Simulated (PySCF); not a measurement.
Point-charge models of `P#CCCC#N` against its computed dipole.

Coordinates (GFN2-xTB, Å) and charges (e) from the PBE0/pcSseg-1 density (PySCF):

| atom | x | y | z | Mulliken | IAO | Hirshfeld | ESP-fitted |
| --- | --- | --- | --- | --- | --- | --- | --- |
| N1 | -2.948 | -0.313 | -0.178 | -0.2373 | -0.2424 | -0.2258 | -0.4574 |
| C2 | -1.880 | 0.094 | -0.163 | +0.0470 | +0.1386 | +0.0869 | +0.3263 |
| C3 | -0.522 | 0.571 | -0.138 | -0.1967 | -0.2888 | -0.0323 | -0.2032 |
| C4 | 0.452 | -0.595 | 0.133 | -0.1747 | -0.2655 | -0.0494 | +0.1959 |
| C5 | 1.817 | -0.126 | 0.158 | -0.3593 | -0.3064 | -0.0859 | -0.3380 |
| P6 | 3.266 | 0.427 | 0.176 | +0.1962 | +0.2293 | +0.0366 | +0.0831 |
| H7 | -0.291 | 1.036 | -1.101 | +0.1822 | +0.1867 | +0.0693 | +0.1292 |
| H8 | -0.427 | 1.328 | 0.645 | +0.1821 | +0.1867 | +0.0693 | +0.1304 |
| H9 | 0.204 | -1.062 | 1.093 | +0.1802 | +0.1809 | +0.0658 | +0.0664 |
| H10 | 0.337 | -1.356 | -0.648 | +0.1802 | +0.1810 | +0.0658 | +0.0673 |

Problem. What dipole does each set of charges give (1 e·Å = 4.803 D), and what does the density give?

Solution. The full density gives (2.54, 0.80, 0.06) D, 2.66 D in size; dipole vectors point from the negative to the positive end.

```csv
scheme,μx,μy,μz,size (D),share of the full size (%),angle to the full dipole (°)
Mulliken,2.83,0.93,0.06,2.98,112,1
IAO,3.08,1.07,0.06,3.26,122,2
Hirshfeld,2.14,0.58,0.07,2.22,83,2
ESP-fitted,2.55,0.79,0.07,2.67,100,0
```

Problem. Which set comes closest?

Solution. Length of the difference vector: ESP-fitted 0.01 D, Mulliken 0.32 D, Hirshfeld 0.45 D, IAO 0.60 D. Closest: ESP-fitted. 

Problem. What is left for the Hirshfeld atoms' own dipoles?

Solution. The shares of the density sum to the whole, so what Σ q r misses lies in dipoles about the nuclei. The atomic dipoles sum to (2.54, 0.80, 0.06) − (2.14, 0.58, 0.07) = (0.40, 0.22, -0.01) D, 0.45 D in size.

Problem. With the origin at the mean of the coordinates, (0.001, 0.000, -0.002) Å, which are the largest single terms, by size, of the ESP-fitted dipole along the direction of the full one?

Solution. N1 +6.39, C2 -2.77, C5 -2.76, P6 +1.30, C3 +0.32 D; all 10 atoms together +2.67 D. The single terms depend on the origin, their sum doesn't.

Problem. Give the size of the full dipole in other units.

Solution. 2.66 D = 1.047 au = 0.554 e·Å = 8.88 × 10⁻³⁰ C·m.

Geometry: GFN2-xTB, one conformer, isolated molecule.

These values come from a run that also computed NMR shieldings. Time: 10 s of wall time; peak memory 0.60 GiB. Hardware: an AMD EPYC 7B13 with one thread, no GPU, shared host.

The values belong to the conformer `[N:1]#[C:2][CH2:3][CH2:4][C:5]#[P:6]`: C2–C3–C4–C5 180°.
